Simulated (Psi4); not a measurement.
# OMP2/aug-cc-pVDZ (density fitting for correlation) run of C2H2O2 (glyoxal), part 2 of 2

Psi4 1.11. The steps go on from the part before.

## (3) The distorted shape, same level

Input file calc.py:

```python
import psi4

psi4.set_memory(1600000000)
psi4.set_num_threads(1)
psi4.core.set_output_file('psi4.out', False)

geom = psi4.geometry("""
0 1
O      1.83824432    -3.01737484    -2.77267798
C      0.67460766    -1.83691962    -1.23234332
C     -1.30317970    -3.08464909     0.43246760
O     -2.46265896    -1.90536550     1.97682738
H      1.25045067     2.67458608    -0.49947351
H     -1.56793033    -5.13445391     0.09643650
units bohr
symmetry c1
""")

psi4.set_options({
    'reference': 'rhf',
    'puream': True,
    'e_convergence': 1e-09,
    'd_convergence': 1e-08,
    'scf_type': 'pk',
    'num_frozen_docc': 4,
})

E, wfn = psi4.energy('omp2/aug-cc-pVDZ', molecule=geom, return_wfn=True)
print(f'total energy {E:.8f} hartree = {E * 27.211386:.5f} eV')
```

Launch:

```bash
python calc.py
```

psi4.out:

```text
=> Loading Basis Set <=

    Name: AUG-CC-PVDZ
    Role: ORBITAL
    Keyword: BASIS

         ---------------------------------------------------------
                                   SCF
                              RHF Reference
                        1 Threads,   1525 MiB Core
         ---------------------------------------------------------

  ==> Geometry <==

    Molecular point group: c1
    Full point group: C1

    Geometry (in Bohr), charge = 0, multiplicity = 1:

       Center              X                  Y                   Z               Mass
    ------------   -----------------  -----------------  -----------------  -----------------
         O            2.145978821928    -0.599038606737    -2.380744974748    15.994914619570
         C            0.982342161928     0.581416613263    -0.840410314748    12.000000000000
         C           -0.995445198072    -0.666312856737     0.824400605252    12.000000000000
         O           -2.154924458072     0.512970733263     2.368760385252    15.994914619570
         H            1.558185171928     5.092922313263    -0.107540504748     1.007825032230
         H           -1.260195828072    -2.716117676737     0.488369505252     1.007825032230

  Running in c1 symmetry.

  Rotational constants: A =      1.14654  B =      0.16133  C =      0.14143 [cm^-1]
  Rotational constants: A =  34372.51669  B =   4836.54309  C =   4239.94574 [MHz]
  Nuclear repulsion =   99.108714761094049

  Charge       = 0
  Multiplicity = 1
  Electrons    = 30
  Nalpha       = 15
  Nbeta        = 15

  ==> Algorithm <==

  SCF Algorithm Type is PK.
  DIIS enabled.
  MOM disabled.
  Fractional occupation disabled.
  Guess Type is SAD.
  Energy threshold   = 1.00e-09
  Density threshold  = 1.00e-08
  Integral threshold = 1.00e-12

  ==> Primary Basis <==

  Basis Set: AUG-CC-PVDZ
    Blend: AUG-CC-PVDZ
    Number of shells: 46
    Number of basis functions: 110
    Number of Cartesian functions: 118
    Spherical Harmonics?: true
    Max angular momentum: 2

  ==> Integral Setup <==

  Using in-core PK algorithm.
   Calculation information:
      Number of atoms:                   6
      Number of AO shells:              46
      Number of primitives:            114
      Number of atomic orbitals:       118
      Number of basis functions:       110

      Integral cutoff                 1.00e-12
      Number of threads:                 1

  Performing in-core PK
  Using 37277130 doubles for integral storage.
  We computed 578213 shell quartets total.
  Whereas there are 584821 unique shell quartets.

  ==> DiskJK: Disk-Based J/K Matrices <==

    J tasked:                  Yes
    K tasked:                  Yes
    wK tasked:                  No
    Memory [MiB]:             1144
    Schwarz Cutoff:          1E-12

  Minimum eigenvalue in the overlap matrix is 1.6701752146E-04.
  Reciprocal condition number of the overlap matrix is 2.0993038940E-05.
    Using symmetric orthogonalization.

  ==> Pre-Iterations <==

  SCF Guess: Superposition of Atomic Densities via on-the-fly atomic UHF (no occupation information).

   -------------------------
    Irrep   Nso     Nmo
   -------------------------
     A        110     110
   -------------------------
    Total     110     110
   -------------------------

  ==> Iterations <==

                        Total Energy        Delta E     RMS |[F,P]|

   @RHF iter SAD:  -225.20954088675933   -2.25210e+02   0.00000e+00
   @RHF iter   1:  -226.31125805374344   -1.10172e+00   4.45337e-03 DIIS/ADIIS
   @RHF iter   2:  -226.35917231767266   -4.79143e-02   3.87877e-03 DIIS/ADIIS
   @RHF iter   3:  -226.42499726579007   -6.58249e-02   4.86868e-04 DIIS/ADIIS
   @RHF iter   4:  -226.42690113213860   -1.90387e-03   2.05104e-04 DIIS/ADIIS
   @RHF iter   5:  -226.42733397633594   -4.32844e-04   7.16703e-05 DIIS
   @RHF iter   6:  -226.42740615598052   -7.21796e-05   3.07129e-05 DIIS
   @RHF iter   7:  -226.42742413568172   -1.79797e-05   1.67570e-05 DIIS
   @RHF iter   8:  -226.42742730108685   -3.16541e-06   4.47662e-06 DIIS
   @RHF iter   9:  -226.42742761693117   -3.15844e-07   1.61999e-06 DIIS
   @RHF iter  10:  -226.42742765185497   -3.49238e-08   3.51074e-07 DIIS
   @RHF iter  11:  -226.42742765430296   -2.44799e-09   6.42296e-08 DIIS
   @RHF iter  12:  -226.42742765442003   -1.17069e-10   2.83208e-08 DIIS
   @RHF iter  13:  -226.42742765445840   -3.83693e-11   1.54824e-08 DIIS
   @RHF iter  14:  -226.42742765447548   -1.70814e-11   5.51240e-09 DIIS
  Energy and wave function converged.

  ==> Post-Iterations <==

    Orbital Energies [Eh]
    ---------------------

    Doubly Occupied:

       1A    -20.676730     2A    -20.646284     3A    -11.448965
       4A    -11.413988     5A     -1.494993     6A     -1.469685
       7A     -0.988953     8A     -0.811664     9A     -0.748063
      10A     -0.716546    11A     -0.636040    12A     -0.625618
      13A     -0.571011    14A     -0.517428    15A     -0.340723

    Virtual:

      16A     -0.028716    17A      0.013054    18A      0.034185
      19A      0.076654    20A      0.083056    21A      0.094689
      22A      0.108339    23A      0.109152    24A      0.120957
      25A      0.151881    26A      0.155998    27A      0.169668
      28A      0.215205    29A      0.231023    30A      0.251678
      31A      0.259935    32A      0.274452    33A      0.289249
      34A      0.309770    35A      0.318344    36A      0.328287
      37A      0.355713    38A      0.386651    39A      0.400605
      40A      0.412968    41A      0.414701    42A      0.445185
      43A      0.490254    44A      0.502294    45A      0.515101
      46A      0.552097    47A      0.556694    48A      0.559308
      49A      0.617345    50A      0.625609    51A      0.669189
      52A      0.710405    53A      0.717699    54A      0.797284
      55A      0.829850    56A      0.852336    57A      0.868419
      58A      0.894712    59A      0.902562    60A      0.932478
      61A      0.960951    62A      0.999348    63A      1.055012
      64A      1.140428    65A      1.147897    66A      1.188485
      67A      1.204195    68A      1.208330    69A      1.232478
      70A      1.257808    71A      1.269447    72A      1.385105
      73A      1.401288    74A      1.433784    75A      1.476284
      76A      1.582433    77A      1.605863    78A      1.717045
      79A      1.744304    80A      1.780988    81A      1.787594
      82A      1.823529    83A      1.841000    84A      1.863245
      85A      1.870933    86A      1.940387    87A      1.985804
      88A      2.045078    89A      2.068776    90A      2.078673
      91A      2.132790    92A      2.187110    93A      2.220253
      94A      2.291445    95A      2.446083    96A      2.576941
      97A      2.606297    98A      2.865172    99A      3.110154
     100A      3.242805   101A      3.606437   102A      3.636835
     103A      3.659696   104A      3.675617   105A      3.680740
     106A      3.700979   107A      3.772826   108A      3.896158
     109A      4.027146   110A      4.042723

    Final Occupation by Irrep:
              A
    DOCC [    15 ]
    NA   [    15 ]
    NB   [    15 ]

  @RHF Final Energy:  -226.42742765447548

   => Energetics <=

    Nuclear Repulsion Energy =             99.1087147610940491
    One-Electron Energy =                -504.8589023909416937
    Two-Electron Energy =                 179.3227599753721506
    Total Energy =                       -226.4274276544754798

Computation Completed

Properties will be evaluated at   0.000000,   0.000000,   0.000000 [a0]

Properties computed using the SCF density matrix

 Multipole Moments:

 ------------------------------------------------------------------------------------
     Multipole            Electronic (a.u.)      Nuclear  (a.u.)        Total (a.u.)
 ------------------------------------------------------------------------------------

 L = 1.  Multiply by 2.5417464519 to convert [e a0] to [Debye]
 Dipole X            :         -0.3752268            0.1478060           -0.2274208
 Dipole Y            :         -2.1355039            1.1788842           -0.9566197
 Dipole Z            :         -0.2396197            0.1888940           -0.0507256
 Magnitude           :                                                    0.9845885

 ------------------------------------------------------------------------------------

	total time  =          4 seconds =       0.07 minutes
  Constructing Basis Sets for DFOCC...

   => Loading Basis Set <=

    Name: (AUG-CC-PVDZ AUX)
    Role: JKFIT
    Keyword: DF_BASIS_SCF

   => Loading Basis Set <=

    Name: (AUG-CC-PVDZ AUX)
    Role: RIFIT
    Keyword: DF_BASIS_CC

  Module DFOCC Options:
  ----------------------------------------------------------------------------
  ACTIVE                        => (empty)
  BASIS_RELATIVISTIC            => (empty)
  BENCH                         => (empty)
  CC_DIIS_MAX_VECS              => (empty)
  CC_DIIS_MIN_VECS              => (empty)
  CC_LAMBDA                     => (empty)
  CC_MAXITER                    => (empty)
  CC_TYPE                       => (empty)
  CHOLESKY                      => FALSE           !
  CHOLESKY_TOLERANCE            => (empty)
  CI_TYPE                       => (empty)
  COMPUT_S2                     => (empty)
  CUBEPROP_BASIS_FUNCTIONS      => (empty)
  CUBEPROP_FILEPATH             => (empty)
  CUBEPROP_ISOCONTOUR_THRESHOLD => (empty)
  CUBEPROP_ORBITALS             => (empty)
  CUBEPROP_TASKS                => (empty)
  CUBIC_BASIS_TOLERANCE         => (empty)
  CUBIC_BLOCK_MAX_POINTS        => (empty)
  CUBIC_GRID_OVERAGE            => (empty)
  CUBIC_GRID_SPACING            => (empty)
  CUTOFF                        => (empty)
  DDX                           => (empty)
  DEBUG                         => (empty)
  DERTYPE                       => (empty)
  DF_BASIS_CC                   => (empty)
  DIE_IF_NOT_CONVERGED          => (empty)
  DKH_ORDER                     => (empty)
  DOCC                          => (empty)
  DO_DIIS                       => (empty)
  DO_LEVEL_SHIFT                => (empty)
  DO_SCS                        => FALSE           !
  DO_SOS                        => FALSE           !
  E3_SCALE                      => (empty)
  EKT_IP                        => (empty)
  EXTERNAL_POTENTIAL_SYMMETRY   => (empty)
  E_CONVERGENCE                 => 1e-09           !
  FREEZE_CORE                   => (empty)
  FREEZE_CORE_POLICY            => (empty)
  FROZEN_DOCC                   => (empty)
  FROZEN_UOCC                   => (empty)
  HESS_TYPE                     => (empty)
  INTEGRAL_CUTOFF               => (empty)
  INTEGRAL_PACKAGE              => (empty)
  LEVEL_SHIFT                   => (empty)
  LINEQ_SOLVER                  => (empty)
  LITERAL_CFOUR                 => (empty)
  LS_THC_BASIS_TOLERANCE        => (empty)
  LS_THC_DF                     => (empty)
  LS_THC_PRUNING_SCHEME         => (empty)
  LS_THC_RADIAL_POINTS          => (empty)
  LS_THC_SPHERICAL_POINTS       => (empty)
  LS_THC_S_EPSILON              => (empty)
  LS_THC_WEIGHTS_TOLERANCE      => (empty)
  MAT_NUM_COLUMN_PRINT          => (empty)
  MAX_MOGRAD_CONVERGENCE        => (empty)
  MAX_RADIAL_MOMENT             => (empty)
  MBIS_D_CONVERGENCE            => (empty)
  MBIS_MAXITER                  => (empty)
  MBIS_PRUNING_SCHEME           => (empty)
  MBIS_RADIAL_POINTS            => (empty)
  MBIS_SPHERICAL_POINTS         => (empty)
  MOLDEN_WITH_VIRTUAL           => (empty)
  MOLDEN_WRITE                  => (empty)
  MO_DIIS_NUM_VECS              => (empty)
  MO_MAXITER                    => (empty)
  MO_STEP_MAX                   => (empty)
  MP2_AMP_TYPE                  => (empty)
  MP2_OS_SCALE                  => (empty)
  MP2_SOS_SCALE                 => (empty)
  MP2_SOS_SCALE2                => (empty)
  MP2_SS_SCALE                  => (empty)
  MP2_TYPE                      => (empty)
  MP_TYPE                       => (empty)
  NAT_ORBS                      => FALSE           !
  NUM_FROZEN_DOCC               => 4               !
  NUM_FROZEN_UOCC               => (empty)
  NUM_GPUS                      => (empty)
  OCC_ORBS_PRINT                => (empty)
  OEPROP                        => (empty)
  OO_SCALE                      => (empty)
  OPT_METHOD                    => (empty)
  ORBITAL_OPTIMIZER_PACKAGE     => (empty)
  ORB_OPT                       => TRUE            !
  ORB_RESP_SOLVER               => (empty)
  ORTH_TYPE                     => (empty)
  PARENT_SYMMETRY               => (empty)
  PCG_BETA_TYPE                 => (empty)
  PCG_CONVERGENCE               => (empty)
  PCG_MAXITER                   => (empty)
  PCM                           => (empty)
  PE                            => (empty)
  PPL_TYPE                      => (empty)
  PRINT                         => (empty)
  PRINT_NOONS                   => (empty)
  PROPERTIES                    => (empty)
  PROPERTIES_ORIGIN             => (empty)
  PUREAM                        => TRUE            !
  QCHF                          => (empty)
  QC_MODULE                     => (empty)
  RAS1                          => (empty)
  RAS2                          => (empty)
  RAS3                          => (empty)
  RAS4                          => (empty)
  READ_SCF_3INDEX               => (empty)
  REGULARIZATION                => (empty)
  REG_PARAM                     => (empty)
  RELATIVISTIC                  => (empty)
  REMP_A                        => (empty)
  RESTRICTED_DOCC               => (empty)
  RESTRICTED_UOCC               => (empty)
  RMS_MOGRAD_CONVERGENCE        => (empty)
  R_CONVERGENCE                 => (empty)
  SCF_TYPE                      => PK              !
  SCREENING                     => (empty)
  SCS_TYPE                      => (empty)
  SOCC                          => (empty)
  SOS_TYPE                      => (empty)
  TRIPLES_IABC_TYPE             => (empty)
  WFN                           => (empty)
  WFN_TYPE                      => DF-OMP2         !
  WRITER_FILE_LABEL             => (empty)
  ZORA_BASIS_TOLERANCE          => (empty)
  ZORA_NR_DEBUG                 => (empty)
  ZORA_PRUNING_SCHEME           => (empty)
  ZORA_RADIAL_POINTS            => (empty)
  ZORA_SPHERICAL_POINTS         => (empty)

	Warning: cc_lambda option is changed to TRUE
	For this residual convergence, default PCG convergence is:     1.00e-07
	For this energy convergence, default RMS orbital gradient is:     3.16e-07
	For this energy convergence, default MAX orbital gradient is:     2.00e-06

 ==============================================================================
 ==============================================================================
 ==============================================================================

                      DF-OMP2 (DF-OO-MP2)

 ==============================================================================
 ==============================================================================
 ==============================================================================

	MO Hessian type is changed to 'HF'
	MO spaces...

	 FC   OCC   VIR   FV
	----------------------
	  4   11    95    0
	Number of basis functions in the DF-HF basis: 408
	Number of basis functions in the DF-CC basis: 334

	Minimum required memory for amplitudes:     24.99 MB

	Computing DF-MP2 energy using SCF MOs (Canonical DF-MP2)...
	=======================================================================
	Nuclear Repulsion Energy (a.u.)    :    99.10871476109405
	DF-HF Energy (a.u.)                :  -226.42742765447548
	REF Energy (a.u.)                  :  -226.42742765447548
	DF-MP2 Correlation Energy (a.u.)   :    -0.69321355500106
	DF-MP2 Total Energy (a.u.)         :  -227.12064120947653
	=======================================================================

	Number of independent-pairs: 1469

 ==============================================================================
 ================ Performing DF-OMP2 iterations... ============================
 ==============================================================================
	            Minimizing DF-MP2-L Functional
	            ------------------------------
 Iter       E_total           DE           RMS MO Grad      MAX MO Grad      RMS T2
 ----    ---------------    ----------     -----------      -----------     ----------
	successfully fired up coupled DIIS...
   1     -227.1390629856     -1.84e-02       7.78e-04         7.35e-03        4.04e-05
   2     -227.1396232509     -5.60e-04       2.25e-04         3.02e-03        8.00e-06
   3     -227.1396958146     -7.26e-05       1.08e-04         1.15e-03        1.86e-06
   4     -227.1397130835     -1.73e-05       6.99e-05         8.30e-04        4.96e-07
   5     -227.1397212291     -8.15e-06       4.69e-05         5.96e-04        2.06e-07
   6     -227.1397274521     -6.22e-06       2.03e-05         3.34e-04        2.04e-07
   7     -227.1397281964     -7.44e-07       1.45e-05         2.67e-04        5.88e-08
   8     -227.1397285372     -3.41e-07       1.07e-05         2.03e-04        4.75e-08
   9     -227.1397287695     -2.32e-07       7.74e-06         1.61e-04        2.74e-08
  10     -227.1397288888     -1.19e-07       6.00e-06         1.31e-04        2.11e-08
  11     -227.1397289955     -1.07e-07       3.89e-06         9.09e-05        2.37e-08
  12     -227.1397290427     -4.72e-08       2.57e-06         5.91e-05        9.77e-09
  13     -227.1397290564     -1.37e-08       1.91e-06         4.50e-05        5.19e-09
  14     -227.1397290663     -9.90e-09       1.27e-06         3.06e-05        3.42e-09
  15     -227.1397290701     -3.81e-09       9.29e-07         2.23e-05        1.51e-09
  16     -227.1397290723     -2.12e-09       6.85e-07         1.61e-05        1.57e-09
  17     -227.1397290734     -1.18e-09       5.11e-07         1.17e-05        1.03e-09
  18     -227.1397290742     -8.09e-10       3.52e-07         7.28e-06        7.10e-10
  19     -227.1397290747     -4.75e-10       1.91e-07         4.00e-06        4.63e-10
  20     -227.1397290748     -1.18e-10       1.16e-07         2.54e-06        3.21e-10
  21     -227.1397290749     -2.99e-11       8.04e-08         1.87e-06        1.93e-10
  22     -227.1397290749     -9.44e-12       6.69e-08         1.61e-06        5.24e-11
  23     -227.1397290749     -1.22e-11       4.80e-08         1.10e-06        1.27e-10
  24     -227.1397290749     -1.10e-11       2.25e-08         3.72e-07        8.93e-11
  25     -227.1397290749     -1.59e-12       1.04e-08         1.17e-07        6.43e-11
  26     -227.1397290749     -4.26e-13       5.96e-09         7.77e-08        2.20e-11

 ==============================================================================
 ======================== DF-OMP2 ITERATIONS ARE CONVERGED ====================
 ==============================================================================

	Computing MP2 energy using optimized MOs...
	=======================================================================
	Nuclear Repulsion Energy (a.u.)    :    99.10871476109405
	DF-HF Energy (a.u.)                :  -226.42742765447548
	REF Energy (a.u.)                  :  -226.40483683484456
	DF-MP2 Correlation Energy (a.u.)   :    -0.71230142043262
	DF-MP2 Total Energy (a.u.)         :  -227.13972907490810
	=======================================================================

	=======================================================================
	================ DF-OMP2 FINAL RESULTS ================================
	=======================================================================
	Nuclear Repulsion Energy (a.u.)    :    99.10871476109405
	DF-HF Energy (a.u.)                :  -226.42742765447548
	REF Energy (a.u.)                  :  -226.40483683484456
	DF-OMP2 Correlation Energy (a.u.)  :    -0.71230142042634
	Edfomp2 - Eref (a.u.)              :    -0.73489224005726
	DF-OMP2 Total Energy (a.u.)        :  -227.13972907490182
	=======================================================================

	total time  =         27 seconds =       0.45 minutes
```

Standard output:

```text
total energy -227.13972907 hartree = -6180.78684 eV
```

It took 32 s on 1 thread of AMD EPYC 7R43 (Zen 3), shared host; peak memory 0.49 GiB.

## (4) Results

This closing draws on all 2 parts.

At OMP2/aug-cc-pVDZ (density fitting for correlation), 4 core orbitals frozen:

| quantity | value |
| --- | --- |
| first shape: total energy | -227.28366 Eh |
| first shape: HOMO energy (Hartree–Fock orbitals) | -11.92 eV |
| first shape: LUMO energy (Hartree–Fock orbitals) | 0.98 eV |
| first shape: HOMO–LUMO gap (Hartree–Fock orbitals) | 12.90 eV |
| first shape: correlation energy (4 core orbitals frozen) | -656.5 mEh |
| distorted shape: total energy | -227.13973 Eh |
| distorted shape: HOMO energy (Hartree–Fock orbitals) | -9.27 eV |
| distorted shape: LUMO energy (Hartree–Fock orbitals) | -0.78 eV |
| distorted shape: HOMO–LUMO gap (Hartree–Fock orbitals) | 8.49 eV |
| distorted shape: correlation energy (4 core orbitals frozen) | -712.3 mEh |
| energy change with the C2–H5 bond stretched from 1.108 to 2.438 Å | 3.917 eV |

**Reading.** One bond (distorted shape) is far stretched, which a spin-restricted single reference describes badly; perturbation theory on it can break down and give far too much correlation. With the C2–H5 bond stretched from 1.108 to 2.438 Å the energy rises by 3.92 eV (378 kJ/mol). The first shape isn't relaxed at this level, so the change isn't measured from a minimum. A restricted reference can't describe the breaking bond well at this length.
